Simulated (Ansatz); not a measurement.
Reaction (ligand exchange at a Mg–F bond): `[F][Mg][SH]` + NH₃ → `[NH2][Mg][SH]` + H–F

Isolated molecules relaxed with PBE0-D4/def2-TZVP in Ansatz; ΔE leaves out vibrations. CCSD(T)/CBS is the MP2 limit (def2-TZVPP, def2-QZVPP) plus CCSD(T) − MP2 in def2-TZVPP, frozen cores. This one scheme is used for every species. Functionals use def2-TZVPP. For Mg outer-core shells are correlated without core-valence functions, which leaves a few kJ/mol of doubt a bond. One conformer a species, not always the lowest.

Problem. Is it downhill or uphill in electronic energy at CCSD(T)/CBS, and by how much? (Best estimate.)

Solution. Computed: Uphill: ΔE = +1.22 eV.

Problem. What do these levels give: LDA (SPW92), RPA@PBE/def2-TZVPP, CCSD/def2-SVP, MP2/def2-QZVPP, SCS-MP2/def2-QZVPP, HF/CBS(def2)? (Best estimate.)

Solution. The calculation gave: LDA (SPW92) 1.18, RPA@PBE/def2-TZVPP 1.19, CCSD/def2-SVP 1.41, MP2/def2-QZVPP 1.23, SCS-MP2/def2-QZVPP 1.26, HF/CBS(def2) 1.38 eV.

Largest T1 diagnostic among the species: 0.011.

At CCSD(T), def2-SVP lies +0.17 eV from the extrapolated value and def2-TZVPP −0.02 eV. In def2-TZVPP, CCSD(T) changes the Hartree–Fock value by −0.13 eV (the triples alone add −0.02 eV) and MP2 by −0.13 eV.
